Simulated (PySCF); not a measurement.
## Working out the electron affinity of O

O⁻ [He] 2s2 2p5 (2P) → O [He] 2s2 2p4 (3P). Computed with PySCF 2.14 in dyall-acv3z, with no relativity, point nucleus. Frozen: nothing; the 5 highest virtual orbitals dropped. Energies in hartree (1 hartree = 27.21139 eV):

```csv
part,O⁻ (lower),O (upper)
UHF,-74.797615,-74.818717
CCSD correlation,-0.285589,-0.220970
(T),-0.009588,-0.003831
```

Question: What does Hartree-Fock give?

Answer: (-74.818717) − (-74.797615) = -0.021102 hartree = -0.574 eV.

Question: What do CCSD and CCSD(T) give?

Answer: The CCSD correlation energies differ by 0.064619 hartree = 1.758 eV and the triples by 0.005757 hartree = 0.157 eV, so CCSD gives 1.184 eV and CCSD(T) 1.341 eV.

A first-order spin-orbit estimate adds -0.001 eV to CCSD(T) (valence and next inner shell), giving 1.340 eV against 1.461 eV (measured; photodetachment measurements, as compiled on the Wikipedia data page of electron affinities).

What remains against the reference includes basis incompleteness and higher excitations.
